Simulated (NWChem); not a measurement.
Everything below was run with NWChem. System: methylamine (CH5N), charge 0, spin multiplicity 1, at a geometry optimised with PBE0/def2-SVP. Level: TD-B3LYP/def2-SVPD, VWN1-RPA local correlation.

Input file:

```
start mol
memory heap 200 mb stack 900 mb global 1100 mb
geometry units angstroms nocenter noautoz
  C     -0.087363     0.690401     0.000000
  N      0.196785    -0.727851     0.000000
  H      0.373004     1.164010    -0.881725
  H      0.373004     1.164010     0.881725
  H     -1.160601     0.977078     0.000000
  H     -0.219363    -1.176274    -0.813321
  H     -0.219363    -1.176274     0.813321
  symmetry group Cs
end
basis spherical
  * library def2-svpd
end
dft
  xc b3lyp
  semidirect memsize 60000000 filesize 0
  iterations 100
end
tddft
  rpa
  nroots 5
  notriplet
  thresh 1e-4
end
task tddft energy
```

Part of the output:

```
             Northwest Computational Chemistry Package (NWChem) 7.3.0
             --------------------------------------------------------

                                NWChem Input Module
                                -------------------

 Scaling coordinates for geometry "geometry" by  1.889725989
 (inverse scale =  0.529177249)

 Turning off AUTOSYM since
 SYMMETRY directive was detected!

                             Geometry "geometry" -> ""
                             -------------------------

 Output coordinates in angstroms (scale by  1.889725989 to convert to a.u.)

  No.       Tag          Charge          X              Y              Z
 ---- ---------------- ---------- -------------- -------------- --------------
    1 C                    6.0000    -0.08736300     0.69040100     0.00000000
    2 N                    7.0000     0.19678500    -0.72785100     0.00000000
    3 H                    1.0000     0.37300400     1.16401000    -0.88172500
    4 H                    1.0000     0.37300400     1.16401000     0.88172500
    5 H                    1.0000    -1.16060100     0.97707800     0.00000000
    6 H                    1.0000    -0.21936300    -1.17627400    -0.81332100
    7 H                    1.0000    -0.21936300    -1.17627400     0.81332100

 Effective nuclear repulsion energy (a.u.)      42.0591031738

            Nuclear Dipole moment (a.u.)
            ----------------------------
        X                 Y               Z
 ---------------- ---------------- ----------------
    -0.0000037795    -0.0000018897     0.0000000000

      Symmetry information
      --------------------

 Group name             Cs
 Group number              2
 Group order               2
 No. of unique centers     5

      Symmetry unique atoms

     1    2    3    5    6


 Summary of "ao basis" -> "" (spherical)
 ------------------------------------------------------------------------------
       Tag                 Description            Shells   Functions and Types
 ---------------- ------------------------------  ------  ---------------------
 *                         def2-svpd                  on all atoms
[...]
          sigma_e =   2.8044 Angstrom
          sigma_h =   1.2656 Angstrom
         |d_h->e| =   1.1511 Angstrom
            d_exc =   3.2674 Angstrom
            d_CD1 =   2.6900 Angstrom
            d_CD2 =  -0.8838 Angstrom
            d_CD3 =   4.4185 Angstrom
     Pearson C.C. =   0.0163

     Occ.    9  a'  ---  Virt.   10  a'   0.12448 X
     Occ.    9  a'  ---  Virt.   11  a'  -0.99046 X
  ----------------------------------------------------------------------------
  Root   3 singlet a"             0.281370328 a.u.                7.6565 eV
  ----------------------------------------------------------------------------
     Transition Moments    X -0.00000   Y -0.00000   Z -0.21060
     Transition Moments   XX  0.00000  XY -0.00000  XZ  0.18038
     Transition Moments   YY -0.00000  YZ  0.33353  ZZ  0.00000
     Dipole Oscillator Strength                    0.0083193233
     Electric Quadrupole                           0.0000000171
     Magnetic Dipole                               0.0000001648
     Total Oscillator Strength                     0.0083195051

          sigma_e =   2.4474 Angstrom
          sigma_h =   1.2548 Angstrom
         |d_h->e| =   0.5562 Angstrom
            d_exc =   2.7936 Angstrom
            d_CD1 =   1.7488 Angstrom
            d_CD2 =  -1.2949 Angstrom
            d_CD3 =   3.3498 Angstrom
     Pearson C.C. =   0.0113

     Occ.    9  a'  ---  Virt.   12  a"  -0.99571 X
     Occ.    9  a'  ---  Virt.   17  a"   0.05834 X
  ----------------------------------------------------------------------------
  Root   4 singlet a'             0.307408762 a.u.                8.3650 eV
  ----------------------------------------------------------------------------
     Transition Moments    X -0.35981   Y  0.55265   Z  0.00000
     Transition Moments   XX  0.76362  XY -0.80830  XZ -0.00000
     Transition Moments   YY -0.04727  YZ -0.00000  ZZ  0.01876
     Dipole Oscillator Strength                    0.0891235901
     Electric Quadrupole                           0.0000001324
     Magnetic Dipole                               0.0000001508
     Total Oscillator Strength                     0.0891238734

          sigma_e =   2.3897 Angstrom
          sigma_h =   1.2567 Angstrom
         |d_h->e| =   1.4106 Angstrom
            d_exc =   3.0370 Angstrom
            d_CD1 =   2.5436 Angstrom
            d_CD2 =  -0.4126 Angstrom
            d_CD3 =   4.4476 Angstrom
     Pearson C.C. =   0.0095

     Occ.    9  a'  ---  Virt.   13  a'   0.99565 X
  ----------------------------------------------------------------------------
  Root   5 singlet a"             0.321065902 a.u.                8.7367 eV
  ----------------------------------------------------------------------------
     Transition Moments    X -0.00000   Y  0.00000   Z -0.01126
     Transition Moments   XX  0.00000  XY -0.00000  XZ  0.07706
     Transition Moments   YY -0.00000  YZ  1.32911  ZZ  0.00000
     Dipole Oscillator Strength                    0.0000271286
     Electric Quadrupole                           0.0000003124
     Magnetic Dipole                               0.0000020336
     Total Oscillator Strength                     0.0000294746

          sigma_e =   2.3466 Angstrom
          sigma_h =   1.2718 Angstrom
         |d_h->e| =   1.2171 Angstrom
            d_exc =   2.9257 Angstrom
            d_CD1 =   2.2919 Angstrom
            d_CD2 =  -0.5922 Angstrom
            d_CD3 =   4.1427 Angstrom
     Pearson C.C. =   0.0077

     Occ.    9  a'  ---  Virt.   14  a"   0.99750 X

              Target root =      1
          Target symmetry = none
      Ground state energy =    -95.798975131288
        Excitation energy =      0.219447177679
     Excited state energy =    -95.579527953609

  stored tddft:energy   -95.579527953608519

 Task  times  cpu:       63.1s     wall:       63.1s

 Total times  cpu:       63.2s     wall:       63.2s
```
